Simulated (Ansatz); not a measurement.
Ansatz (a first-principles code) input:

Ansatz 0.2 input:
```yaml
crystal:
  periodic: [false, false, false]
  atoms:
    - {symbol: N, position_ang: [-0.01289421, 0.71390346, -0.08274131]}
    - {symbol: N, position_ang: [0.01143230, -0.71580235, -0.06455095]}
    - {symbol: H, position_ang: [0.22690319, 1.11743039, 0.81759820]}
    - {symbol: H, position_ang: [-0.95122073, 1.00639896, -0.32213030]}
    - {symbol: H, position_ang: [-0.21034728, -1.09592557, 0.85047264]}
    - {symbol: H, position_ang: [0.94489814, -1.01461151, -0.31489471]}
basis:
  gaussian:
    orbitals: def2-TZVPD
hamiltonian:
  xc: {name: B2GP-PLYP}
magnetization: {spin_polarized: false}
correlation: {electrons: outside_noble_gas}
```

Task: What final total energy does it print?

Result: -111.80080 Eh (B2GP-PLYP/def2-TZVPD). The basis has 110 functions.
